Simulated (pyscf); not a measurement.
HF (SMILES F) + F–Ge:–F (SMILES [F][Ge][F]) [singlet] → F–GeH(F)–F (SMILES [F][GeH]([F])[F]) (insertion; singlet surface; F–H broken, F–Ge, Ge–H formed). Optimised with ωB97X-D3(BJ)/def2-SVP in PySCF. MP2 and CC: frozen core, UHF for open shells. ΔMP2 is the change of the MP2 total energy from the triple- to the quadruple-zeta basis. Energies in kJ/mol from the separated reactants.

```json
[
 {"level": "PBE/def2-TZVP", "barrier": "116.5", "reaction energy": "-82.9"},
 {"level": "r²SCAN/def2-TZVP", "barrier": "113.8", "reaction energy": "-116.9"},
 {"level": "M06-2X/def2-TZVP", "barrier": "144.4", "reaction energy": "-127.8"},
 {"level": "HF/def2-TZVP", "barrier": "218.8", "reaction energy": "-125.6"},
 {"level": "MP2/def2-QZVPP", "barrier": "150.0", "reaction energy": "-108.2"},
 {"level": "CCSD/def2-TZVPP", "barrier": "(withheld)", "reaction energy": "-114.9"},
 {"level": "CCSD(T)/def2-TZVPP + ΔMP2(QZVPP)", "barrier": "(withheld)", "reaction energy": "(withheld)"}
]
```

Question: Some entries are withheld; supply them.

Answer: 
- CCSD/def2-TZVPP, barrier: 165.7
- CCSD(T)/def2-TZVPP + ΔMP2(QZVPP), barrier: 156.6
- CCSD(T)/def2-TZVPP + ΔMP2(QZVPP), reaction energy: -101.7

The same reactants have a lower exit, to F–Ge:–F [singlet] + HF (highest point, the separated products, at 0.0 kJ/mol at ωB97M-D3(BJ), against +155.8 kJ/mol here). This is the saddle that the search found; another between the same sides may lie lower. The CCSD(T) − MP2 part came from Ansatz, without density fitting, on the same reference. The frozen core leaves the outer d or s,p core shells of the metals and heavy elements correlated in the MP2 and CC values, and def2-TZVPP describes them poorly, which can shift differences by a few kcal/mol. Elements up to Kr have no core potential and no relativistic terms here.
